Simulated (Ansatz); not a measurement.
Species: C4H8, SMILES `C=CCC` (C–C–C–C torsion 120°) (charge 0, multiplicity 1).

Question: Give a relaxed geometry from Ansatz (a first-principles code) with CAM-B3LYP-D3(BJ)/def2-TZVP.

Answer: This is not unique; one that fits is the end point of this relaxation, one of several conformers (outside a Z-matrix the atoms follow the SMILES, hydrogens last).
Z-matrix (Å, degrees):
```
C
H 1 1.0920
H 1 1.0944 2 106.67
C 1 1.4946 2 109.46 3 117.82
C 4 1.3214 1 125.27 2 2.55
H 5 1.0818 4 121.72 1 179.51
H 5 1.0840 6 116.92 4 -179.88
H 4 1.0874 5 118.96 6 0.36
C 1 1.5259 2 110.10 3 -118.03
H 9 1.0903 1 111.13 2 59.29
H 9 1.0905 10 108.16 1 121.91
H 9 1.0914 10 107.79 11 116.17
```
